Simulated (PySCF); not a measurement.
PySCF input (TPSSh/def2-TZVPD):

```python
from pyscf import gto, scf, dft

mol = gto.M(
    atom='''
    O     0.33202246    1.26333195    0.22164394
    C     0.04689931    0.01703971    0.00188739
    N     0.96756786   -0.88784036   -0.18696653
    C    -1.39460548   -0.30999386   -0.02027044
    H     0.70599867   -1.84972292   -0.35549509
    H    -1.87846756    0.29343208   -0.79149716
    H    -1.57306342   -1.36514710   -0.20795893
    H    -1.83354797   -0.02170943    0.93746522
    H     1.95893566   -0.68158913   -0.17512909
    H     1.27722700    1.49068828    0.23852760
    ''',
    basis='def2-tzvpd',
    charge=1,
    spin=0,
    verbose=4,
)

mf = dft.RKS(mol, xc='tpssh').density_fit(auxbasis='def2-universal-jkfit')
mf.grids.level = 3
mf.conv_tol = 1e-9
mf.max_cycle = 100
mf.max_memory = 1500
mf.kernel()
if not mf.converged:
    mf = mf.newton()
    mf.kernel(mf.make_rdm1())
mf.analyze()
```

Output:

```
PySCF version 2.14.0

[INPUT] verbose = 4
[INPUT] num. atoms = 10
[INPUT] num. electrons = 32
[INPUT] charge = 1
[INPUT] spin (= nelec alpha-beta = 2S) = 0
[INPUT] symmetry False subgroup None
[INPUT] Mole.unit = angstrom
[INPUT] Symbol           X                Y                Z      unit          X                Y                Z       unit  Magmom
[INPUT]  1 O      0.332022460000   1.263331950000   0.221643940000 AA    0.627431516604   2.387351389913   0.418846343770 Bohr   0.0
[INPUT]  2 C      0.046899310000   0.017039710000   0.001887390000 AA    0.088626851331   0.032200385142   0.003566650190 Bohr   0.0
[INPUT]  3 N      0.967567860000  -0.887840360000  -0.186966530000 AA    1.828438262332  -1.677775122735  -0.353315536160 Bohr   0.0
[INPUT]  4 C     -1.394605480000  -0.309993860000  -0.020270440000 AA   -2.635422409018  -0.585803495697  -0.038305580024 Bohr   0.0
[INPUT]  5 H      0.705998670000  -1.849722920000  -0.355495090000 AA    1.334144130607  -3.495469725131  -0.671788358728 Bohr   0.0
[INPUT]  6 H     -1.878467560000   0.293432080000  -0.791497160000 AA   -3.549789222280   0.554506267361  -1.495712860771 Bohr   0.0
[INPUT]  7 H     -1.573063420000  -1.365147100000  -0.207958930000 AA   -2.972659040372  -2.579754138744  -0.392985422858 Bohr   0.0
[INPUT]  8 H     -1.833547970000  -0.021709430000   0.937465220000 AA   -3.464903499552  -0.041024877020   1.771552517105 Bohr   0.0
[INPUT]  9 H      1.958935660000  -0.681589130000  -0.175129090000 AA    3.701851893044  -1.288016785181  -0.330946016544 Bohr   0.0
[INPUT] 10 H      1.277227000000   1.490688280000   0.238527600000 AA    2.413609228900   2.816992586299   0.450751837150 Bohr   0.0

nuclear repulsion = 131.039384854735
number of shells = 83
number of NR pGTOs = 277
number of NR cGTOs = 205
basis = def2-tzvpd
ecp = {}

******** <class 'pyscf.df.df_jk.DFRKS'> ********
method = DFRKS
initial guess = minao
damping factor = 0
level_shift factor = 0
DIIS = <class 'pyscf.scf.diis.CDIIS'>
diis_start_cycle = 1
diis_space = 8
diis_damp = 0
SCF conv_tol = 1e-09
SCF conv_tol_grad = None
SCF max_cycles = 100
direct_scf = False
XC library pyscf.dft.libxc version 7.1.2
    S. Lehtola, C. Steigemann, M. J. T. Oliveira, and M. A. L. Marques,  SoftwareX 7, 1–5 (2018)
XC functionals = tpssh
    V. N. Staroverov, G. E. Scuseria, J. Tao, and J. P. Perdew,  J. Chem. Phys. 119, 12129 (2003)
radial grids:
    Treutler-Ahlrichs [JCP 102, 346 (1995); DOI:10.1063/1.469408] (M4) radial grids

becke partition: Becke, JCP 88, 2547 (1988); DOI:10.1063/1.454033
pruning grids: <function nwchem_prune>
grids dens level: 3
symmetrized grids: False
atomic radii adjust function: <function treutler_atomic_radii_adjust>
small_rho_cutoff = 0
Set gradient conv threshold to 3.16228e-05
Initial guess from minao.
tot grids = 115072
******** <class 'pyscf.df.df.DF'> ********
auxbasis = def2-universal-jkfit
init E= -210.363708136061
[...]
cycle= 10 E= -209.651448544835  delta_E= -6.89e-10  |g|= 1.01e-05  |ddm|= 5.58e-05
  HOMO = -0.536180674280772  LUMO = -0.257363372705424  gap/eV = 7.58701
Extra cycle  E= -209.651448544795  delta_E= 3.97e-11  |g|= 1.81e-05  |ddm|= 1.98e-05
converged SCF energy = -209.651448544795
**** SCF Summaries ****
Total Energy =                        -209.651448544795414
Nuclear Repulsion Energy =             131.039384854735147
One-electron Energy =                 -535.403700759280696
Two-electron Energy =                  194.712867359750106
Two-electron Coulomb Energy =          223.099842127301741
DFT Exchange-Correlation Energy =      -28.386974767551642
HOMO-LUMO gap [eV] =                     7.587005222221546
**** MO energy ****
MO #1   energy= -19.3429648734487  occ= 2
MO #2   energy= -14.5329778704678  occ= 2
MO #3   energy= -10.4834736245047  occ= 2
MO #4   energy= -10.3239091598682  occ= 2
MO #5   energy= -1.32130111298066  occ= 2
MO #6   energy= -1.16239370364613  occ= 2
MO #7   energy= -0.964326136563002 occ= 2
MO #8   energy= -0.848076323174382 occ= 2
MO #9   energy= -0.811631733434634 occ= 2
MO #10  energy= -0.765918973056159 occ= 2
MO #11  energy= -0.677150679501022 occ= 2
MO #12  energy= -0.643214381151871 occ= 2
MO #13  energy= -0.60003922118115  occ= 2
MO #14  energy= -0.595436992776163 occ= 2
MO #15  energy= -0.580884431472544 occ= 2
MO #16  energy= -0.536180674280772 occ= 2
MO #17  energy= -0.257363372705424 occ= 0
MO #18  energy= -0.191826161397209 occ= 0
MO #19  energy= -0.146424507337636 occ= 0
MO #20  energy= -0.130995006044583 occ= 0
MO #21  energy= -0.114121858963019 occ= 0
MO #22  energy= -0.0898752767131877 occ= 0
MO #23  energy= -0.0897494704203916 occ= 0
MO #24  energy= -0.0650977711373573 occ= 0
MO #25  energy= -0.0611207138832865 occ= 0
MO #26  energy= -0.0597295402887792 occ= 0
MO #27  energy= -0.042158506366917 occ= 0
MO #28  energy= -0.0315206841009622 occ= 0
MO #29  energy= -0.0166344211457068 occ= 0
MO #30  energy= 0.00505016308016502 occ= 0
MO #31  energy= 0.00751185982882276 occ= 0
MO #32  energy= 0.0107422288136522 occ= 0
MO #33  energy= 0.0205009454372453 occ= 0
MO #34  energy= 0.0307249780427165 occ= 0
MO #35  energy= 0.0476003285982426 occ= 0
MO #36  energy= 0.0524814964887746 occ= 0
MO #37  energy= 0.0756128617987599 occ= 0
MO #38  energy= 0.0782018093033821 occ= 0
MO #39  energy= 0.0932461643380038 occ= 0
MO #40  energy= 0.0984843080400535 occ= 0
MO #41  energy= 0.108312091616661  occ= 0
MO #42  energy= 0.113991744689023  occ= 0
MO #43  energy= 0.126735564118387  occ= 0
MO #44  energy= 0.134528694734089  occ= 0
MO #45  energy= 0.139666204185297  occ= 0
MO #46  energy= 0.143259593163648  occ= 0
MO #47  energy= 0.154459794321588  occ= 0
MO #48  energy= 0.161625744925595  occ= 0
MO #49  energy= 0.165919843102461  occ= 0
MO #50  energy= 0.172179778345011  occ= 0
MO #51  energy= 0.193258565441215  occ= 0
MO #52  energy= 0.195118549629746  occ= 0
MO #53  energy= 0.219204540973322  occ= 0
MO #54  energy= 0.225692951990095  occ= 0
MO #55  energy= 0.228143284738189  occ= 0
MO #56  energy= 0.234304069285816  occ= 0
MO #57  energy= 0.24515783608711   occ= 0
MO #58  energy= 0.261082032959289  occ= 0
MO #59  energy= 0.26548902565976   occ= 0
MO #60  energy= 0.277104340854575  occ= 0
MO #61  energy= 0.280215396032241  occ= 0
MO #62  energy= 0.285248439405398  occ= 0
MO #63  energy= 0.306016382580891  occ= 0
MO #64  energy= 0.315444665544756  occ= 0
MO #65  energy= 0.323163746994482  occ= 0
MO #66  energy= 0.329957120594269  occ= 0
MO #67  energy= 0.360201338111579  occ= 0
MO #68  energy= 0.378702371857169  occ= 0
MO #69  energy= 0.391178667763668  occ= 0
MO #70  energy= 0.398335574296804  occ= 0
MO #71  energy= 0.424556165426775  occ= 0
MO #72  energy= 0.444587257000345  occ= 0
MO #73  energy= 0.45429694519984   occ= 0
MO #74  energy= 0.463753318035593  occ= 0
MO #75  energy= 0.463978975960552  occ= 0
MO #76  energy= 0.487057563328205  occ= 0
MO #77  energy= 0.488452510790929  occ= 0
MO #78  energy= 0.504531549465222  occ= 0
MO #79  energy= 0.530908191299673  occ= 0
MO #80  energy= 0.543638313043844  occ= 0
MO #81  energy= 0.551992073404164  occ= 0
MO #82  energy= 0.55579279418703   occ= 0
MO #83  energy= 0.589584620784997  occ= 0
MO #84  energy= 0.621791904787006  occ= 0
MO #85  energy= 0.652631542505181  occ= 0
MO #86  energy= 0.656257626624494  occ= 0
MO #87  energy= 0.679027442918731  occ= 0
MO #88  energy= 0.696949210940001  occ= 0
MO #89  energy= 0.715409178831786  occ= 0
MO #90  energy= 0.735057687934619  occ= 0
MO #91  energy= 0.756572028837414  occ= 0
MO #92  energy= 0.777623777908403  occ= 0
MO #93  energy= 0.817774783135961  occ= 0
MO #94  energy= 0.830090673223158  occ= 0
MO #95  energy= 0.882223285613613  occ= 0
MO #96  energy= 0.904756405329335  occ= 0
MO #97  energy= 0.911959225657543  occ= 0
MO #98  energy= 0.994059342889229  occ= 0
MO #99  energy= 1.01193632765631   occ= 0
MO #100 energy= 1.02451301440332   occ= 0
MO #101 energy= 1.10027314965101   occ= 0
MO #102 energy= 1.14113466844302   occ= 0
MO #103 energy= 1.17579704758538   occ= 0
MO #104 energy= 1.21759049987767   occ= 0
MO #105 energy= 1.27027767721649   occ= 0
MO #106 energy= 1.27326593463618   occ= 0
MO #107 energy= 1.40628972653031   occ= 0
[...]
```

It need not be the lowest isomer of its formula.
